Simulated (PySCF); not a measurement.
Values are calculated unless marked as measured or tabulated.
A vibrational averaging run on 1-methylimidazole, C4H6N2, SMILES Cn1ccnc1. A sound run at PBE0/pcSseg-1 gave B0 = 9177, 3618, 2639 MHz, harmonic ZPE 21874 cm⁻¹, lowest mode 76 cm⁻¹ and averaged shieldings 147.80, 74.00, 58.54, 44.75, -48.62, 40.69, 27.23, 27.21, 27.20, 24.19, 23.80, 23.84 ppm.

Input of the run in question:

```
{"job": {"xc": "PBE0", "basis": "pcSseg-1", "grid": 2, "temperatures": [100, 400], "delta": 2.0, "kind": "iso"}, "charge": 0, "multiplicity": 1}
C     -1.670008     0.128715     0.014652
N     -0.239798    -0.054777    -0.001956
C      0.709779     0.933154    -0.057866
C      1.914519     0.282630    -0.052934
N      1.731024    -1.069993     0.004086
C      0.432848    -1.235307     0.033206
H     -2.152174    -0.850155     0.068276
H     -2.008304     0.634238    -0.896020
H     -1.976667     0.716036     0.886564
H      0.443507     1.980691    -0.094869
H      2.905760     0.718380    -0.087436
H     -0.085690    -2.186355     0.080188
```

Command: OMP_NUM_THREADS=1 python ens_run.py task.json out

Output:

```
parent
  Be/MHz 9257.844 3642.448 2658.125
  B0/MHz 9155.315 3617.099 2638.375
  ZPE/cm-1 21874.0
  <sigma>(0 K)/ppm 145.144 73.392 58.407 44.684 -48.057 40.534 27.002 26.981 26.979 24.149 23.778 23.816
2H at atom 7
  Be/MHz 9097.103 3465.593 2569.904
  B0/MHz 8996.329 3441.445 2551.068
  ZPE/cm-1 21168.3
  <sigma>(0 K)/ppm 146.061 73.712 58.463 44.667 -47.968 40.539 27.074 27.153 27.037 24.148 23.776 23.818
```

Task: What is doubtful here, and how much did it matter?

Result: The setting at fault: displacement step far too large, higher-order terms enter. The isotope effects on the shieldings at 0 K read 917, 319, 56, -17, 88, 4, 72, 171, 58, -1, -2, 2 ppb against 358, 149, 46, -44, 139, -17, 33, 133, 25, -2, -3, 4 ppb in the sound run, and B0 − Be of the smallest constant -19.8 against -18.8 MHz.
